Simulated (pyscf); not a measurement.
Structures and frequencies: ωB97X-D3(BJ)/def2-SVP in PySCF.

**Question.** For •HN–Si(SiH₃)(SiH₃)–SiH₃ + hydrogen (H₂) → H₂N–Si(SiH₃)(SiH₃)–SiH₃ + H atom (H•), a hydrogen abstraction (doublet surface; H–H broken, H–N formed), PBE/def2-TZVP gives ΔE‡ = 4.5 kcal/mol and ΔE = -2.9 kcal/mol (zero: the separated reactants). In which direction and how far do B3LYP-D3(BJ)/def2-TZVP, PBE0-D3(BJ)/def2-TZVP, ωB97M-D3(BJ)/def2-TZVP move these?

**Answer.** B3LYP-D3(BJ): ΔE‡ = 7.5 kcal/mol, ΔE = -0.1 kcal/mol; PBE0-D3(BJ): ΔE‡ = 6.0 kcal/mol, ΔE = -5.3 kcal/mol; ωB97M-D3(BJ): ΔE‡ = 9.2 kcal/mol, ΔE = -4.8 kcal/mol. PBE's barrier lies under all of them, by 1.4 to 4.6 kcal/mol. Its reaction energy lies among theirs. •HN–Si(SiH₃)(SiH₃)–SiH₃ lies 36.9 kcal/mol over its isomer H₃Si–NH–Si•(SiH₃)–SiH₃ (electronic energy, ωB97M-D3(BJ)/def2-TZVP). H₂N–Si(SiH₃)(SiH₃)–SiH₃ lies 12.7 kcal/mol over its isomer H₃Si–NH–SiH(SiH₃)–SiH₃ (electronic energy, ωB97M-D3(BJ)/def2-TZVP). This is the saddle that the search found; another between the same sides may lie lower. The angle at the transferred H is 157°.
